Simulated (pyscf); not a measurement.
Four-centre exchange: silylamine (H₂N–SiH₃) + hydrogen fluoride (HF) -> H₂N–SiH₂–F + hydrogen (H₂)

Gas phase, singlet surface, charge 0. Bonds broken: Si2–H9, H5–F8. Bonds formed: Si2–F8, H5–H9. PySCF, gas phase, ωB97X-D3(BJ)/def2-SVP geometries.

Transition state (Å):

```xyz
9

N     -1.7271    -0.6539    -0.1178
Si    -0.3368     0.3289    -0.0133
H     -1.8128    -1.4379    -0.7525
H     -2.5374    -0.4968     0.4675
H      0.1590     0.8234    -1.6844
H     -0.8217     1.3949     0.9265
H      0.9715    -0.1001     0.5377
F      0.2181    -0.3809    -1.7509
H     -0.0363     1.6044    -1.1356
```

One imaginary mode, 1108i cm⁻¹; descent along it reached the two sides named.

```
bond    change  reactant side (Å)  saddle  product side
------  ------  -----------------  ------  ------------
Si2–H9  breaks              1.503   1.725           4.1
H5–F8   breaks              0.928   1.208         2.424
Si2–F8   forms                3.1   1.957         1.639
H5–H9    forms              1.954   0.974         0.761
```

Electronic energies relative to the separated reactants (kJ/mol):

```json
[
 {"level": "ωB97X-D3(BJ)/def2-TZVP", "barrier": "94.6", "reaction energy": "-141.6", "reverse barrier": "236.2"},
 {"level": "PBE/def2-TZVP", "barrier": "69.1", "reaction energy": "-137.8", "reverse barrier": "206.9"},
 {"level": "r²SCAN/def2-TZVP", "barrier": "73.5", "reaction energy": "-149.1", "reverse barrier": "222.6"},
 {"level": "B3LYP-D3(BJ)/def2-TZVP", "barrier": "91.5", "reaction energy": "-144.6", "reverse barrier": "236.1"},
 {"level": "PBE0-D3(BJ)/def2-TZVP", "barrier": "85.3", "reaction energy": "-134.4", "reverse barrier": "219.7"},
 {"level": "M06-2X/def2-TZVP", "barrier": "97.6", "reaction energy": "-151.3", "reverse barrier": "249.0"},
 {"level": "ωB97M-D3(BJ)/def2-TZVP", "barrier": "92.1", "reaction energy": "-142.2", "reverse barrier": "234.3"},
 {"level": "HF/def2-TZVP", "barrier": "171.2", "reaction energy": "-138.2", "reverse barrier": "309.4"}
]
```

With ωB97M-D3(BJ)/def2-TZVP energies and thermal terms (ideal gas, 1 atm, RRHO with modes under 100 cm⁻¹ raised to 100, one conformer, R ln 2 for chiral ones without a mode under 150 cm⁻¹), in kJ/mol:

```csv
T (K),ΔH‡,ΔG‡,ΔH,ΔG
298,88.9,131.5,-150.6,-143.0
600,86.8,175.7,-148.4,-136.3
900,87.2,220.1,-146.7,-130.6
1200,88.8,264.2,-145.5,-125.4
```

The same reactants have a lower exit, to F–SiH₃ + NH₃ (barrier +22.4 kJ/mol at ωB97M-D3(BJ)/def2-TZVP, against +92.1 kJ/mol here). This is the saddle that the search found; another between the same sides may lie lower.
